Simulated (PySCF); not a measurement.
Cyclohexane, C₆H₁₂.
Atom-mapped SMILES: `[CH2:1]1[CH2:2][CH2:3][CH2:4][CH2:5][CH2:6]1` (hydrogens: H7, H8 on C1; H9, H10 on C2; H11, H12 on C3; H13, H14 on C4; H15, H16 on C5; H17, H18 on C6)

The calculation used PySCF, PBE0-D3(BJ)/def2-TZVP geometry optimisation, gas phase.

Give the optimised bond lengths and angles.

```csv
bond,length (pm)
C1–C2 and 5 like bonds,152.3
C1–H7 and 11 like bonds,109.6
```

Bonds in one row agree within 1 pm and their mean is given. A selection of angles:
```csv
angle,degrees
C2–C1–C6,111.4
C2–C1–H7,109.0
H7–C1–H8,106.5
H9–C2–H10,106.5
```

Dihedral angles: C6–C1–C2–C3 -55° (synclinal); C1–C2–C3–C4 55° (synclinal); C2–C3–C4–C5 -55° (synclinal); C3–C4–C5–C6 55° (synclinal); C4–C5–C6–C1 -55° (synclinal); C2–C1–C6–C5 55° (synclinal).

All internal angles of the 6-membered ring C1–C2–C3–C4–C5–C6 are 111.3° (sum 668°, against 720° for a flat polygon); it is puckered, 0.23 Å rms from its mean plane, widest ring torsion 55°. All 6 C–C bonds measure 1.523 Å.

Point group: D3d (every atom within 0.08 Å of its image). Stationary, but not proved a minimum. One conformer, not necessarily the lowest.
